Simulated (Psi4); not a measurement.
Process, species as SMILES: O (H2O) + H+ → [OH3+]
B3LYP-D3(BJ)/def2-TZVP geometries, fixed; electronic energies without zero-point terms; positive where energy is released.
Largest species:
```xyz
4

O      0.0646     0.0016     0.0270
H      0.0018     0.8028    -0.5358
H      0.0191    -0.8364    -0.4814
H     -0.5378     0.0209     0.8012
```
Charge +1, spin multiplicity 1.

How fast the proton affinity converges with the basis for several methods (Psi4): deviation from each method's own reference, in kcal/mol. References: B3LYP 171.09 kcal/mol, the value in aug-cc-pVQZ; HF 175.49 kcal/mol, the value in aug-cc-pVQZ; MP2 170.03 kcal/mol, Hartree-Fock in aug-cc-pVQZ plus the correlation part extrapolated as X^-3 from aug-cc-pVTZ and aug-cc-pVQZ; PBE 170.74 kcal/mol, the value in aug-cc-pVQZ. Cartesian d functions, on some or all atoms, in 6-31G*; all else is spherical. Density fitting with the program's default auxiliary sets. In correlated methods cores are frozen. Psi4's default fitting sets serve the pcseg sets less well. No added dispersion term, no relativity. 

| basis | functions | B3LYP | HF | MP2 | PBE |
|---|---|---|---|---|---|
| def2-SV(P) | 20 | 1.89 | (withheld) | 2.54 | 2.58 |
| 6-31G* | 21 | 4.65 | (withheld) | 4.40 | 5.48 |
| pcseg-1 | 29 | 0.57 | (withheld) | 2.37 | 1.14 |
| def2-TZVP | 49 | 1.22 | (withheld) | 1.95 | 1.65 |
| 6-311++G(2d,2p) | 57 | -0.49 | (withheld) | 0.37 | -0.38 |
| def2-TZVPD | 67 | -0.77 | (withheld) | -0.54 | -0.71 |
| cc-pVTZ | 72 | 3.28 | (withheld) | 4.04 | 3.84 |
| jun-cc-pV(T+d)Z | 81 | -0.20 | (withheld) | 0.38 | -0.13 |

Task: Fill in the missing entries.

Result: 
- def2-SV(P), HF: -4.11
- 6-31G*, HF: -0.63
- pcseg-1, HF: -3.10
- def2-TZVP, HF: 0.30
- 6-311++G(2d,2p), HF: -0.90
- def2-TZVPD, HF: -0.81
- cc-pVTZ, HF: 1.54
- jun-cc-pV(T+d)Z, HF: -0.32

Mean absolute deviation over def2-TZVP, 6-311++G(2d,2p), def2-TZVPD, cc-pVTZ, jun-cc-pV(T+d)Z: HF 0.77, B3LYP 1.19, PBE 1.34, MP2 1.45 kcal/mol.
